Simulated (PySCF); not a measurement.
## Stretching CH

Set-up: PySCF, no relativity, basis sets H def2-TZVP, C def2-TZVP. Energies in eV from H + C in their ground configurations at the same level. State: ²Π (doublet), unpaired electrons π ↑.

| R (Å) | UHF-SCS-MP2 |
| --- | --- |
| 0.968 | -2.998 |
| 1.013 | -3.242 |
| 1.058 | -3.378 |
| 1.092 | -3.425 |
| 1.126 | -3.433 |
| 1.160 | -3.408 |
| 1.205 | -3.337 |
| 1.261 | -3.198 |
| 1.329 | -2.981 |
| 1.419 | -2.634 |

**Question.** Put a parabola through the three lowest points of the UHF-SCS-MP2 curve and estimate Re, k and ωe (reduced mass 0.9297 u; 1 eV/Å² = 0.16022 mdyn/Å; ωe = 1302.8·√(k/μ) cm⁻¹).

**Answer.** Through R = 1.092, 1.126, 1.16 Å the second-order coefficient is 14.3 eV/Å², so Re ≈ 1.117 Å, k ≈ 4.57 mdyn/Å and ωe ≈ 2890 cm⁻¹. A polynomial fit of higher order to the unrounded UHF-SCS-MP2 energies gives Re = 1.116 Å, k = 4.71 mdyn/Å, ωe = 2932 cm⁻¹; anharmonicity and rounding make the difference.

The higher-order fit for each curve: UHF-SCS-MP2: Re = 1.116 Å, ωe = 2932 cm⁻¹, De = 3.43 eV.

Correlated steps freeze 1 core orbital. The state was picked by a PBE0 search and need not be the measured ground state.
